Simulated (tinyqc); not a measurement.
Worked calculation: Born-Oppenheimer dynamics on the LDA (VWN5)/sto-3g surface (energies and gradients from PySCF), for BH2+, spin multiplicity 1. Computed by tinyqc, a small Python program that keeps every step (integrals from PySCF). Settings: charge = 1, multiplicity = 1, basis = sto-3g, functional = lda,vwn, time step (fs) = 0.5, steps = 16. Command: `OMP_NUM_THREADS=1 python tinyqc.py 30556 30557 out.jsonl` (the two numbers bound the seeds that draw the settings). One thread of a shared host (Intel(R) Xeon(R) Processor @ 2.60GHz), about 4 s of CPU time with the checks.

## Velocity Verlet step 1

positions (bohr):
```
,x,y,z
1B,-0.0208,0.0813,-0.0454
2H,-0.0321,1.8727,1.0866
3H,-0.0567,-1.8387,1.1357
```

velocities (bohr per atomic time unit):
```
,x,y,z
1B,0.0000189,0.0000530,-0.0000905
2H,-0.0000361,0.0000540,0.0003635
3H,-0.0001701,-0.0006330,0.0006245
```

gradient (hartree/bohr):
```
,x,y,z
1B,0.000844,0.044936,-0.027822
2H,-0.000543,-0.081834,0.001177
3H,-0.000300,0.036898,0.026646
```

masses (electron masses): 1B 20068.7353, 2H 1837.1526, 3H 1837.1526

gradient after step 1 (hartree/bohr):
```
,x,y,z
1B,0.001058,0.045768,-0.033571
2H,-0.000624,-0.076837,0.003864
3H,-0.000434,0.031069,0.029709
```

dt = 0.5 fs = 20.6707 atomic units; x' = x + v dt - g dt^2 / (2m); after the new gradient g', v' = v - (g + g') dt / (2m).

positions after step 1 (bohr):
```
,x,y,z
1B,-0.0204,0.0819,-0.0469
2H,-0.0328,1.8834,1.0940
3H,-0.0602,-1.8561,1.1455
```

velocities after step 1 (bohr per atomic time unit):
```
,x,y,z
1B,0.0000179,0.0000063,-0.0000588
2H,-0.0000296,0.0009466,0.0003352
3H,-0.0001660,-0.0010154,0.0003075
```

## Velocity Verlet step 2

gradient after step 2 (hartree/bohr):
```
,x,y,z
1B,0.001316,0.041556,-0.041928
2H,-0.000732,-0.066301,0.009425
3H,-0.000584,0.024746,0.032504
```

As before.

positions after step 2 (bohr):
```
,x,y,z
1B,-0.0200,0.0815,-0.0478
2H,-0.0333,1.9119,1.1004
3H,-0.0636,-1.8807,1.1484
```

velocities after step 2 (bohr per atomic time unit):
```
,x,y,z
1B,0.0000167,-0.0000387,-0.0000200
2H,-0.0000219,0.0017519,0.0002604
3H,-0.0001603,-0.0013294,-0.0000425
```

## Energy conservation

The total energy should stay constant up to terms of order dt^2; the step counts as short enough if it moves by less than 2 % of the largest kinetic energy.

Trajectory:
```
time (fs),1B-2H (angstrom),potential (hartree),kinetic (hartree),total (hartree)
0.0000,1.1214,-24.941109,0.000992,-24.940116
0.5000,1.1284,-24.942168,0.002025,-24.940144
1.0000,1.1434,-24.944740,0.004552,-24.940187
1.5000,1.1649,-24.948134,0.007905,-24.940229
2.0000,1.1910,-24.951684,0.011429,-24.940255
2.5000,1.2195,-24.954949,0.014686,-24.940263
3.0000,1.2486,-24.957767,0.017509,-24.940257
3.5000,1.2764,-24.960196,0.019952,-24.940245
4.0000,1.3015,-24.962419,0.022188,-24.940231
4.5000,1.3227,-24.964647,0.024428,-24.940219
5.0000,1.3393,-24.967064,0.026853,-24.940211
5.5000,1.3507,-24.969797,0.029589,-24.940208
6.0000,1.3566,-24.972897,0.032688,-24.940209
6.5000,1.3570,-24.976341,0.036126,-24.940215
7.0000,1.3519,-24.980034,0.039808,-24.940225
7.5000,1.3417,-24.983812,0.043573,-24.940239
8.0000,1.3271,-24.987453,0.047198,-24.940256
```

The total energy moves within 1.5e-04 hartree, under 2 % of the largest kinetic energy.
